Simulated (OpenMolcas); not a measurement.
**doublet [H2S2]+ at 6 levels**

Aim: a comparison of 6 runs (UB3LYP/6-31G*, U-r2SCAN/def2-TZVPP, UBHLYP/def2-TZVPP, UM06-2X/def2-TZVPP, UPBE/def2-TZVPP, USVWN5/def2-TZVPP) of doublet [H2S2]+. 

The calculation is run with OpenMolcas 26.06.

1 further run of the same task is left out (set aside as unsound or not needed).

## (1) The molecule

The species is [H2S2]+ (4 atoms), meant as a doublet with charge +1. As SMILES of the parent species, `SS`. The coordinates come from a PBE0-D4/def2-TZVP relaxation. That shape belongs to the parent species and isn't relaxed for this state.

Bond lengths: S1–S2 2.046 Å, S1–H3 1.347 Å, S2–H4 1.347 Å. Angles: S1–S2–H4 98.6°, S2–S1–H3 98.6°.

## (2) A single-point energy at UB3LYP/6-31G(d) (Cartesian functions) (run 1)

Contents of struct.xyz:

```xyz
4

S      0.784480    -0.789210     0.166690
S      0.060220     1.121560     0.067360
H     -0.225420    -1.352590     0.856880
H     -0.619290     1.020250    -1.090950
```

Contents of mol.inp:

```
>>> EXPORT MOLCAS_PRINT=2
&GATEWAY
BasLib=$CurrDir
Coord=struct.xyz
Basis=6-31Gs
Group=NoSym
&SEWARD
GridInput
Grid=UltraFine
End of Grid
&SCF
UHF
Charge=1
Spin=2
KSDFT=B3LYP
Thresholds=1e-10 1e-07 1e-07 1e-05
PrOrbitals=1 2
```

The basis set 6-31G* is read from a file made from the Basis Set Exchange's data (not shown).

Started as:

```console
$ export MOLCAS_MEM=1860
$ pymolcas mol.inp > mol.log
```

Output:

```text
--- Start Module: gateway ---
[...]
--- Stop Module: gateway /rc=_RC_ALL_IS_WELL_ ---
--- Start Module: seward ---
[...]
      Basis functions           42
--- Stop Module: seward /rc=_RC_ALL_IS_WELL_ ---
--- Start Module: scf ---
[...]
       Convergence after  24 Iterations
[...]
::    Total KS-DFT energy                            -797.2039913363
[...]
      Total spin, S                                     0.5020444313
[...]
      Total electronic charge=   33.000000
      Total            charge=    1.000000
[...]
      Dipole Moment (debye):
      Origin of the operator (angstrom)=    0.3965    0.1560    0.1099
                   X= -2.0064E+00               Y= -7.8940E-01               Z= -5.5595E-01           Total=  2.2266E+00
      Center of Charge (angstrom)
[...]
--- Stop Module: scf /rc=_RC_ALL_IS_WELL_ ---
[...]
```

Wall time 13 s (1 thread of Arm Neoverse V2, shared host); peak memory 0.37 GiB.

## (3) The energy at U-r2SCAN/def2-TZVPP (run 2)

Contents of job.input:

```
* H2S2 Kohn-Sham DFT
>>> EXPORT MOLCAS_PRINT=2
&GATEWAY
BasLib = $CurrDir
Coord
4
angstrom
S        0.784480      -0.789210       0.166690
S        0.060220       1.121560       0.067360
H       -0.225420      -1.352590       0.856880
H       -0.619290       1.020250      -1.090950
Basis = def2-TZVPP
Group = NoSym
&SEWARD
GridInput
Grid=UltraFine
End of Grid
&SCF
UHF
Charge = 1
Spin = 2
KSDFT = 2
1.0 MGGA_X_R2SCAN
1.0 MGGA_C_R2SCAN
Thresholds = 1e-10 1e-07 1e-07 1e-05
PrOrbitals = 1 2
```

The basis set def2-TZVPP is read from a file made from the Basis Set Exchange's data (not shown).

Started as:

```console
$ export MOLCAS_MEM=1860
$ pymolcas job.input > job.log
```

Output:

```text
--- Start Module: gateway ---
[...]
--- Stop Module: gateway /rc=_RC_ALL_IS_WELL_ ---
--- Start Module: seward ---
[...]
      Basis functions          112
--- Stop Module: seward /rc=_RC_ALL_IS_WELL_ ---
[...]
--- Start Module: scf ---
[...]
       Convergence after  30 Iterations
[...]
::    Total KS-DFT energy                            -797.1920843052
[...]
      Total spin, S                                     0.5033709213
[...]
      Total electronic charge=   33.000000
      Total            charge=    1.000000
[...]
      Dipole Moment (debye):
      Origin of the operator (angstrom)=    0.3965    0.1560    0.1099
                   X= -1.6658E+00               Y= -6.5540E-01               Z= -4.6158E-01           Total=  1.8486E+00
      Center of Charge (angstrom)
[...]
--- Stop Module: scf /rc=_RC_ALL_IS_WELL_ ---
[...]
```

It took 89 s on 1 thread of Arm Neoverse V2, shared host; peak memory 0.67 GiB.

Run 3 isn't shown in full; the table further down has it.

## (4) A single-point energy at UM06-2X/def2-TZVPP (run 4)

Contents of coord.xyz:

```xyz
4

S      0.784480    -0.789210     0.166690
S      0.060220     1.121560     0.067360
H     -0.225420    -1.352590     0.856880
H     -0.619290     1.020250    -1.090950
```

Contents of run.input:

```
* H2S2 Kohn-Sham DFT

&GATEWAY
  BASLIB=$CurrDir
  COORD=coord.xyz
  BASIS=def2-TZVPP
  GROUP=NoSym

&SEWARD
  GRIDINPUT
  Grid=UltraFine
  End of Grid

&SCF
  UHF
  CHARGE=1
  SPIN=2
  KSDFT=M062X
  THRESHOLDS=1e-10 1e-07 1e-07 1e-05
  PRORBITALS=1 1
```

The basis set def2-TZVPP is read from a file made from the Basis Set Exchange's data (not shown).

Started as:

```console
$ export MOLCAS_MEM=1860
$ pymolcas run.input > run.log
```

Output:

```text
--- Start Module: gateway ---
[...]
--- Stop Module: gateway /rc=_RC_ALL_IS_WELL_ ---
--- Start Module: seward ---
[...]
      Basis functions          112
--- Stop Module: seward /rc=_RC_ALL_IS_WELL_ ---
[...]
--- Start Module: scf ---
[...]
       Convergence after  22 Iterations
[...]
::    Total KS-DFT energy                            -797.1995601990
[...]
      Total spin, S                                     0.5031394031
[...]
      Total electronic charge=   33.000000
      Total            charge=    1.000000
[...]
      Dipole Moment (debye):
      Origin of the operator (angstrom)=    0.3965    0.1560    0.1099
                   X= -1.6544E+00               Y= -6.5093E-01               Z= -4.5841E-01           Total=  1.8360E+00
      Center of Charge (angstrom)
[...]
--- Stop Module: scf /rc=_RC_ALL_IS_WELL_ ---
[...]
```

Run time: 68 s. Hardware: 1 thread of Arm Neoverse V2, shared host; peak memory 0.67 GiB.

Run 5 isn't shown in full; the table further down has it.

## (5) A single-point energy at USVWN5/def2-TZVPP (run 6)

Contents of mol.inp:

```
&GATEWAY
BASLIB
$CurrDir
COORD
4
angstrom
S        0.784480      -0.789210       0.166690
S        0.060220       1.121560       0.067360
H       -0.225420      -1.352590       0.856880
H       -0.619290       1.020250      -1.090950
BASIS
def2-TZVPP
GROUP
NoSym
&SEWARD
GRIDINPUT
Grid=UltraFine
End of Grid
&SCF
UHF
CHARGE
1
SPIN
2
KSDFT
SVWN5
THRESHOLDS
1e-10 1e-07 1e-07 1e-05
PRORBITALS
1 2
```

The basis set def2-TZVPP is read from a file made from the Basis Set Exchange's data (not shown).

Started as:

```console
$ export MOLCAS_MEM=1860
$ pymolcas mol.inp > mol.log
```

Output:

```text
--- Start Module: gateway ---
[...]
--- Stop Module: gateway /rc=_RC_ALL_IS_WELL_ ---
--- Start Module: seward ---
[...]
      Basis functions          112
--- Stop Module: seward /rc=_RC_ALL_IS_WELL_ ---
[...]
--- Start Module: scf ---
[...]
       Convergence after  69 Iterations
[...]
::    Total KS-DFT energy                            -794.5008322911
[...]
      Total spin, S                                     0.5006094287
[...]
      Total electronic charge=   33.000000
      Total            charge=    1.000000
[...]
      Dipole Moment (debye):
      Origin of the operator (angstrom)=    0.3965    0.1560    0.1099
                   X= -2.0643E+00               Y= -8.1219E-01               Z= -5.7200E-01           Total=  2.2909E+00
      Center of Charge (angstrom)
[...]
--- Stop Module: scf /rc=_RC_ALL_IS_WELL_ ---
[...]
```

Wall time 89 s (1 thread of Arm Neoverse V2, shared host); peak memory 0.67 GiB.

## (6) Overview of the runs

```
run                                level  Cartesian functions  energy (Eh)  HOMO energy (eV)  LUMO energy (eV)   ⟨S²⟩  wall time
  1  UB3LYP/6-31G* (Cartesian functions)                  yes  -797.203991            -14.13            -12.70  0.754       13 s
  2                  U-r2SCAN/def2-TZVPP                   no  -797.192084            -13.40            -13.16  0.757       89 s
  3                    UBHLYP/def2-TZVPP                   no  -797.237693            -15.11            -11.33  0.766       66 s
  4                   UM06-2X/def2-TZVPP                   no  -797.199560            -15.38            -11.58  0.756       68 s
  5                      UPBE/def2-TZVPP                   no  -796.911126            -13.29            -13.21  0.753       65 s
  6                    USVWN5/def2-TZVPP                   no  -794.500832            -13.47            -13.40  0.751       89 s
```

## (7) Outcome

| quantity | value |
| --- | --- |
| run 6: total energy | -794.50083 Eh |
| run 6: HOMO energy (highest over α and β) | -13.47 eV |
| run 6: LUMO energy (lowest over α and β) | -13.40 eV |
| run 6: ⟨S²⟩ | 0.751 |

Totals of different functionals can't be ranked against each other. All runs together took 6.5 min, the longest 89 s.
